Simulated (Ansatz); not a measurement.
Basis-set extrapolation for `CC(C)C(C)(C)C` (PBE0-D4/def2-TZVP geometry, frozen core, Ansatz 0.2.0). Multiplicity 1, RHF reference.

```csv
,def2-TZVPP,def2-QZVPP
HF,-274.495295,-274.508289
MP2 correlation,-1.254788,-1.331008
CCSD(T) correlation,-1.385447,not run
```

Energies in hartree. Use E(X) = E(∞) + A·exp(−7.88·√X) for Hartree–Fock and E(X) = E(∞) + B·X^(−2.97) for correlation, with X = 3 and 4, and add CCSD(T) minus MP2 of the smaller set to the MP2 limit.

Q: What is the CCSD(T) energy at the basis-set limit?

A: HF limit: -274.508289 + (-0.012994) × 0.13774 = -274.51008. MP2 limit: -1.331008 + (-0.076220) × 0.74074 = -1.38747. Higher-order term: -1.385447 − (-1.254788) = -0.13066. Total: -276.02821 hartree, 4.01 eV below CCSD(T)/def2-TZVPP.
